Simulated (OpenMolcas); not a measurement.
**A workflow on BH (SMILES [BH])**

We compute the energy (UHF/6-31G), then a single-point energy (CASSCF(2,2)/6-31G), then the energy (CASPT2(2,2)/6-31G), then a single-point energy (SC-NEVPT2(2,2)/6-31G), then a single-point energy (MRCI(2,2)/6-31G) of BH. 

The results are computed with OpenMolcas 26.06.

## (1) Starting point

The species is BH (2 atoms), meant as a singlet with charge 0. SMILES: `[BH]`. The B1–H2 distance was set to 2.465 Å, away from the relaxed value.

## (2) The energy at UHF/6-31G (run 1)

Contents of step1.inp:

```
* BH Hartree-Fock
>>> EXPORT MOLCAS_PRINT=2

&GATEWAY
  BasLib=$CurrDir
  BasisSet
  B.6-31G....
  B1 0.000000 0.000000 -1.232400 angstrom
  End of Basis
  BasisSet
  H.6-31G....
  H2 0.000000 0.000000 1.232400 angstrom
  End of Basis

&SEWARD

&SCF
  UHF
  Scramble=0.25
  PrOrbitals=1 1
```

The basis set 6-31G is read from a file made from the Basis Set Exchange's data (not shown).

Started as:

```console
$ export MOLCAS_MEM=1860
$ pymolcas step1.inp > step1.log
```

The program printed:

```text
--- Start Module: gateway ---
[...]
--- Stop Module: gateway /rc=_RC_ALL_IS_WELL_ ---
--- Start Module: seward ---
[...]
      Basis functions           11
--- Stop Module: seward /rc=_RC_ALL_IS_WELL_ ---
--- Start Module: scf ---
[...]
       Convergence after  32 Iterations
[...]
::    Total SCF energy                                -25.0244409502
[...]
      Total spin, S                                     0.5349051409
[...]
      Total electronic charge=    6.000000
      Total            charge=   -0.000000
[...]
      Dipole Moment (debye):
      Origin of the operator (angstrom)=    0.0000    0.0000   -1.0257
                   X= -1.0918E-06               Y= -5.3105E-08               Z= -5.4355E-01           Total=  5.4355E-01
      Quadrupole Moment (debye*angstrom):
[...]
--- Stop Module: scf /rc=_RC_ALL_IS_WELL_ ---
[...]
```

It took 2.8 s on 1 thread of Arm Neoverse V2, shared host; peak memory 0.36 GiB.

## (3) A single-point energy at CASSCF(2,2)/6-31G (run 2)

Contents of step2.inp:

```
* BH CASSCF

&GATEWAY
 BASLIB=$CurrDir
 BASISSET
 B.6-31G....
 B1 0.000000 0.000000 -1.232400 angstrom
 End of Basis
 BASISSET
 H.6-31G....
 H2 0.000000 0.000000 1.232400 angstrom
 End of Basis

&SEWARD

&RASSCF
 FILEORB=$CurrDir/step1.UnaOrb
 SPIN=1
 NACTEL=2 0 0
 INACTIVE=2
 RAS2=2
 ORBLISTING=Nothing
```

The basis set 6-31G is read from a file made from the Basis Set Exchange's data (not shown).

Started as:

```console
$ export MOLCAS_MEM=1860
$ pymolcas step2.inp > step2.log
```

The program printed:

```text
--- Start Module: gateway ---
[...]
--- Stop Module: gateway /rc=_RC_ALL_IS_WELL_ ---
--- Start Module: seward ---
[...]
      Basis functions           11
--- Stop Module: seward /rc=_RC_ALL_IS_WELL_ ---
--- Start Module: rasscf ---
[...]
      Number of active orbitals                  2
[...]
      Spin quantum number                      0.0
[...]
      Active orbitals                            2
[...]
      Number of CSFs                             3
[...]
      Number of root(s) required                 1
[...]
      Convergence after 10 iterations
[...]
      printout of CI-coefficients larger than  0.05 for root  1
      energy=     -25.043027
      conf/sym  11     Coeff  Weight
             1  20  -0.91564 0.83840
             3  02   0.40200 0.16160
      Natural orbitals and occupation numbers for root  1
      sym 1:   1.676799   0.323201
      ************************************************************************************************************************
      *                                                    Final results                                                     *
[...]
::    RASSCF root number  1 Total energy:    -25.04302729
[...]
      Total electronic charge=    6.000000
      Total            charge=   -0.000000
[...]
      Dipole Moment (debye):
      Origin of the operator (angstrom)=    0.0000    0.0000   -1.0257
                   X= -3.0062E-06               Y= -1.4622E-07               Z= -8.5702E-01           Total=  8.5702E-01
      Quadrupole Moment (debye*angstrom):
[...]
--- Stop Module: rasscf /rc=_RC_ALL_IS_WELL_ ---
[...]
```

Run time: 2.5 s. Hardware: 1 thread of Arm Neoverse V2, shared host; peak memory 0.37 GiB.

## (4) A single-point energy at CASPT2(2,2)/6-31G (run 3)

Contents of step3.input:

```
>>> EXPORT MOLCAS_PRINT=2

&GATEWAY
  BasLib
  $CurrDir
  BasisSet
  B.6-31G....
  B1 0.000000 0.000000 -1.232400 angstrom
  End of Basis
  BasisSet
  H.6-31G....
  H2 0.000000 0.000000 1.232400 angstrom
  End of Basis

&SEWARD

&RASSCF
  FileOrb
  $CurrDir/step2.RasOrb
  Spin
  1
  Nactel
  2 0 0
  Inactive
  2
  Ras2
  2
  OrbListing
  Nothing

&CASPT2
  Imaginary
  0.1
  Frozen
  1
```

The basis set 6-31G is read from a file made from the Basis Set Exchange's data (not shown).

Started as:

```console
$ export MOLCAS_MEM=1860
$ pymolcas step3.input > step3.log
```

The program printed:

```text
--- Start Module: gateway ---
[...]
--- Stop Module: gateway /rc=_RC_ALL_IS_WELL_ ---
[...]
      Basis functions           11
[...]
--- Start Module: rasscf ---
[...]
      Number of active orbitals                  2
[...]
      Spin quantum number                      0.0
[...]
      Active orbitals                            2
[...]
      Number of CSFs                             3
[...]
      Number of root(s) required                 1
[...]
      Convergence after  4 iterations
[...]
      printout of CI-coefficients larger than  0.05 for root  1
      energy=     -25.043027
      conf/sym  11     Coeff  Weight
             1  20  -0.91564 0.83840
             3  02   0.40199 0.16160
      Natural orbitals and occupation numbers for root  1
      sym 1:   1.676801   0.323199
      ************************************************************************************************************************
      *                                                    Final results                                                     *
[...]
::    RASSCF root number  1 Total energy:    -25.04302729
[...]
      Total electronic charge=    6.000000
      Total            charge=   -0.000000
[...]
      Dipole Moment (debye):
      Origin of the operator (angstrom)=    0.0000    0.0000   -1.0257
                   X= -2.6548E-06               Y= -1.2913E-07               Z= -8.5702E-01           Total=  8.5702E-01
      Quadrupole Moment (debye*angstrom):
[...]
--- Stop Module: rasscf /rc=_RC_ALL_IS_WELL_ ---
--- Start Module: caspt2 ---
[...]
 ###    WARNING: User changed nr of frozen orbitals.                         ###
 ###############################################################################
[...]
      E2 (Variational):          -0.0250929830
      Total energy:             -25.0681202771
[...]
      Reference weight:           0.98249
[...]
::    CASPT2 Root  1     Total energy:    -25.06812028
[...]
--- Stop Module: caspt2 /rc=_RC_ALL_IS_WELL_ ---
[...]
```

Wall time 1.9 s (1 thread of Arm Neoverse V2, shared host); peak memory 0.37 GiB.

## (5) The energy at SC-NEVPT2(2,2)/6-31G (run 4)

Contents of step4.inp:

```
* BH NEVPT2
&GATEWAY
BasLib=$CurrDir
BasisSet
B.6-31G....
B1 0.000000 0.000000 -1.232400 angstrom
End of Basis
BasisSet
H.6-31G....
H2 0.000000 0.000000 1.232400 angstrom
End of Basis
&SEWARD
&RASSCF
FileOrb=$CurrDir/step2.RasOrb
Spin=1
Nactel=2 0 0
Inactive=2
Ras2=2
OrbListing=Nothing
&CASPT2
SC-NEVPT2
Frozen=1
```

The basis set 6-31G is read from a file made from the Basis Set Exchange's data (not shown).

Started as:

```console
$ export MOLCAS_MEM=1860
$ pymolcas step4.inp > step4.log
```

The program printed:

```text
--- Start Module: gateway ---
[...]
--- Stop Module: gateway /rc=_RC_ALL_IS_WELL_ ---
[...]
      Basis functions           11
[...]
--- Start Module: rasscf ---
[...]
      Number of active orbitals                  2
[...]
      Spin quantum number                      0.0
[...]
      Active orbitals                            2
[...]
      Number of CSFs                             3
[...]
      Number of root(s) required                 1
[...]
      Convergence after  4 iterations
[...]
      printout of CI-coefficients larger than  0.05 for root  1
      energy=     -25.043027
      conf/sym  11     Coeff  Weight
             1  20  -0.91564 0.83840
             3  02   0.40199 0.16160
      Natural orbitals and occupation numbers for root  1
      sym 1:   1.676801   0.323199
      ************************************************************************************************************************
      *                                                    Final results                                                     *
[...]
::    RASSCF root number  1 Total energy:    -25.04302729
[...]
      Total electronic charge=    6.000000
      Total            charge=   -0.000000
[...]
      Dipole Moment (debye):
      Origin of the operator (angstrom)=    0.0000    0.0000   -1.0257
                   X= -2.6548E-06               Y= -1.2913E-07               Z= -8.5702E-01           Total=  8.5702E-01
      Quadrupole Moment (debye*angstrom):
[...]
--- Stop Module: rasscf /rc=_RC_ALL_IS_WELL_ ---
--- Start Module: caspt2 ---
[...]
 ###    WARNING: User changed nr of frozen orbitals.                         ###
 ###############################################################################
[...]
      E2 (Variational):          -0.0244919093
[...]
      E2 (Variational):          -0.0244843705
      Total energy:             -25.0675116646
[...]
      Reference weight:           0.98322
[...]
::    SC-NEVPT2 Root  1     Total energy:    -25.06751166
[...]
--- Stop Module: caspt2 /rc=_RC_ALL_IS_WELL_ ---
[...]
```

Wall time 2.7 s (1 thread of Arm Neoverse V2, shared host); peak memory 0.37 GiB.

## (6) The energy at MRCI(2,2)/6-31G (run 5)

Contents of step5.inp:

```
&gateway
baslib=$CurrDir
basisset
B.6-31G....
B1 0.000000 0.000000 -1.232400 angstrom
End of Basis
basisset
H.6-31G....
H2 0.000000 0.000000 1.232400 angstrom
End of Basis
&seward
&rasscf
fileorb=$CurrDir/step2.RasOrb
spin=1
nactel=2 0 0
inactive=2
ras2=2
orblisting=Nothing
&motra
lumorb
frozen=1
&guga
electrons=4
spin=1
inactive=1
active=2
ciall=1
&mrci
sdci
```

The basis set 6-31G is read from a file made from the Basis Set Exchange's data (not shown).

Started as:

```console
$ export MOLCAS_MEM=1860
$ pymolcas step5.inp > step5.log
```

The program printed:

```text
--- Start Module: gateway ---
[...]
--- Stop Module: gateway /rc=_RC_ALL_IS_WELL_ ---
[...]
      Basis functions           11
[...]
      Number of active orbitals                  2
[...]
      Spin quantum number                      0.0
[...]
      Active orbitals                            2
[...]
      Number of CSFs                             3
[...]
      Number of root(s) required                 1
[...]
      Convergence after  4 iterations
[...]
      printout of CI-coefficients larger than  0.05 for root  1
      energy=     -25.043027
      conf/sym  11     Coeff  Weight
             1  20  -0.91564 0.83840
             3  02   0.40199 0.16160
      Natural orbitals and occupation numbers for root  1
      sym 1:   1.676801   0.323199
      ************************************************************************************************************************
      *                                                    Final results                                                     *
[...]
::    RASSCF root number  1 Total energy:    -25.04302729
[...]
      Dipole Moment (debye):
      Origin of the operator (angstrom)=    0.0000    0.0000   -1.0257
                   X= -2.6548E-06               Y= -1.2913E-07               Z= -8.5702E-01           Total=  8.5702E-01
      Quadrupole Moment (debye*angstrom):
[...]
      *** WARNING: Default frozen orbitals is overwritten by user input.
      *** Default values:   1
[...]
--- Start Module: guga ---
[...]
--- Stop Module: guga /rc=_RC_ALL_IS_WELL_ ---
--- Start Module: mrci ---
[...]
       (But an ACPF correction will be computed)
       USE THE DEFAULT ACPF G-VALUE GFAC=  0.50000000000000000
[...]
                      CI ENERGY:   -25.08795743
[...]
                ACPF CORRECTION:    -0.00142804
[...]
      Total electronic charge=    6.000000
      Total            charge=    0.000000
[...]
     ACPF CORRECTION:     -0.00142804
[...]
  CI State   1     Total energy:    -25.08795743     QDav:     -0.00294984     QACPF:     -0.00142804
[...]
--- Stop Module: mrci /rc=_RC_ALL_IS_WELL_ ---
[...]
```

It took 2.4 s on 1 thread of Arm Neoverse V2, shared host; peak memory 0.37 GiB.

## (7) Summary of results

| quantity | value |
| --- | --- |
| run 1, UHF/6-31G: total energy | -25.02444 Eh |
| run 1, UHF/6-31G: dipole moment | 0.54 D |
| run 1, UHF/6-31G: HOMO energy | -8.39 eV |
| run 1, UHF/6-31G: LUMO energy | 1.81 eV |
| run 1, UHF/6-31G: HOMO–LUMO gap | 10.20 eV |
| run 1, UHF/6-31G: ⟨S²⟩ | 0.821 |
| run 2, CASSCF(2,2)/6-31G: total energy | -25.04303 Eh |
| run 2, CASSCF(2,2)/6-31G: dipole moment (CASSCF density) | 0.86 D |
| run 3, CASPT2(2,2)/6-31G: total energy | -25.06812 Eh |
| run 3, CASPT2(2,2)/6-31G: dipole moment (CASSCF density) | 0.86 D |
| run 4, SC-NEVPT2(2,2)/6-31G: total energy | -25.06751 Eh |
| run 4, SC-NEVPT2(2,2)/6-31G: dipole moment (CASSCF density) | 0.86 D |
| run 5, MRCI(2,2)/6-31G: total energy | -25.08796 Eh |
| run 5, MRCI(2,2)/6-31G: dipole moment (CASSCF density) | 0.86 D |

What this shows: ⟨S²⟩ (run 1, UHF/6-31G) is 0.82 where a pure singlet has 0.00: the reference is spin-contaminated.
